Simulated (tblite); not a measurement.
Species: C2H6S2.
SMILES with atom numbers: `[CH3:1][S:2][S:3][CH3:4]` (hydrogens: H5, H6, H7 on C1; H8, H9, H10 on C4)

Structure used (GFN2-xTB), in Å, numbered top down from 1:
```
atom  x, y, z in Å
C1     1.883   -0.044   -0.241
S2     0.852    0.201    1.246
S3    -0.729    1.236    0.516
C4    -1.894   -0.096    0.063
H5     2.786   -0.541    0.097
H6     2.122    0.922   -0.673
H7     1.357   -0.668   -0.956
H8    -1.470   -0.698   -0.735
H9    -2.099   -0.703    0.939
H10   -2.798    0.394   -0.278
```

Method: GFN2-xTB as coded in tblite; computed harmonic values from a numerical Hessian at the method's own geometry, unscaled. The method is semi-empirical: single wavenumbers can be off by several per cent or more. One conformer, not necessarily the lowest.

Harmonic wavenumbers (cm⁻¹): 84.2, 107.0, 110.4, 211.4, 232.8, 510.4, 698.0, 703.6, 930.8, 932.2, 932.7, 940.5, 1306.3, 1307.6, 1442.2, 1442.6, 1446.9, 1447.1, 3034.9, 3036.5, 3047.4, 3047.8, 3066.0, 3066.5.

A = 8303, B = 2751, C = 2581 MHz; mass 93.991 u (most abundant isotopes); point group C2, symmetry number 2.

**Question.** What is the zero-point energy?

**Answer.** Half the sum of the wavenumbers: 16543 cm⁻¹ = 197.90 kJ/mol.

**Question.** What is S at 400 K and 1 bar for an ideal gas of classical rigid rotors and harmonic oscillators?

**Answer.** Translation 171.63, rotation 107.12, vibration 88.07: S = 366.8 J/(mol K).

**Question.** And Cp and H(400 K) − H(0)?

**Answer.** Cp = 112.60 J/(mol K), of which vibrations give 79.34 (their classical limit is 24 R = 199.5); H(400 K) − H(0) = 30.84 kJ/mol without the zero-point energy, 17.54 from vibrations.

**Question.** Which modes carry the vibrational entropy at 400 K?

**Answer.** 84.2 cm⁻¹: 18.28; 107.0 cm⁻¹: 16.30; 110.4 cm⁻¹: 16.05; 211.4 cm⁻¹: 10.79; 232.8 cm⁻¹: 10.03; 510.4 cm⁻¹: 4.34 J/(mol K); the other 18 give 12.28 together.

**Question.** Blend soft modes into free rotors: weight 1/[1 + (100 cm⁻¹/ν̃)⁴] for the oscillator and the rest for a rotor with moment μB/(μ + B), μ = h/(8π²ν), B = 10⁻⁴⁴ kg m². What vibrational entropy results?

**Answer.** 82.30 J/(mol K) in place of 88.07, which changes −T·S at 400 K by +2.31 kJ/mol.

Hindered rotation and anharmonicity are outside this model. Other conformers, if any are populated, would add a mixing term that is left out. The structure is chiral; the term R ln 2 for an equal mix with its mirror image is left out.
